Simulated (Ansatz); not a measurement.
We consider bcc Li, described by revPBE (Ansatz, a first-principles code, PAW).

Settings: plane-wave cutoff 520 eV, 22×22×22 k mesh, Fermi–Dirac smearing 0.05 eV, scalar-relativistic PAW data made under PBE.

Cell (relaxed at this level):

Li is taken in the cubic space group Im-3m (No. 229), the bcc (W type) structure, Pearson symbol cI2. Lattice parameters: a = b = c = 3.484 Å, α = β = γ = 90.00°. Li on 2a is coordinated by 8 Li at 3.017 Å (cubic). (Neighbours: up to the widest gap in distance over summed covalent radii, below 1.35, at either atom.)
(The calculation used a cell of 1 atom; values per cell refer to that cell.)

Task: Give the computed bulk modulus and pressure derivative B′ of the bulk modulus.

Result: 
bulk modulus: 13.0 GPa
pressure derivative B′ of the bulk modulus: 3.3

The run finds no gap.

Measured, for comparison: bulk modulus 13.8 GPa (corrected for temperature and zero-point phonon effects, our sources range from 13.1 to 13.9; as tabulated in Levämäki et al. (2014), arXiv:1402.3671). Computed (rounded) less measured: bulk modulus -6 % (-0.8 % to -6 % over the range).

Computed values are for the static lattice.
